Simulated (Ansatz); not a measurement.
**Forces away from equilibrium**

CH3OS (SMILES O[CH+]S) (charge +1), singlet, displaced at random from a GFN2-xTB minimum.

| atom | x (Å) | y (Å) | z (Å) |
| --- | --- | --- | --- |
| O1 | -0.7071 | -0.7834 | -0.4728 |
| C2 | 0.2234 | -0.0115 | -0.5594 |
| S3 | 0.9439 | 0.9539 | 0.6029 |
| H4 | -1.2793 | -0.8543 | 0.2712 |
| H5 | 0.7737 | 0.0143 | -1.6134 |
| H6 | 0.0313 | 0.6063 | 1.6526 |

Computed with Ansatz 0.2.0 (basis: def2-TZVPP); correlated methods freeze the cores. B3LYP uses VWN-RPA correlation.

CCSD(T) forces from the calculation:
```
atom      Fx      Fy  Fz (eV/Å)
  O1  -2.822  -2.929     -1.926
  C2   4.696   2.580     -2.146
  S3  -1.163  -0.168      1.444
  H4  -0.595   0.137      1.608
  H5  -1.289  -0.104      2.212
  H6   1.173   0.485     -1.193
```

(1) Which atom feels the largest CCSD(T) force, and how large is it?

The T1 diagnostic stays at or below 0.018. These are differences at one structure, and CCSD(T) in triple zeta is itself an approximation.

Answers

(1) C2, 5.77 eV/Å, along (0.81, 0.45, -0.37).

Root-mean-square difference of the force components from those of CCSD(T): PBE0-D4 0.229; wB97M-V 0.165; r2SCAN-D4 0.137; PBE-D4 0.217; B3LYP-D4 0.155; B97M-V 0.219 eV/Å.

For scale, one of the runs: CCSD(T)/def2-TZVPP forces, 146 basis functions (an equivalent command: `ansatz run in.yaml --threads 4`). Time: 38 s of wall clock on 4 CPU threads; the host was shared. Peak host memory: 1.6 GiB.
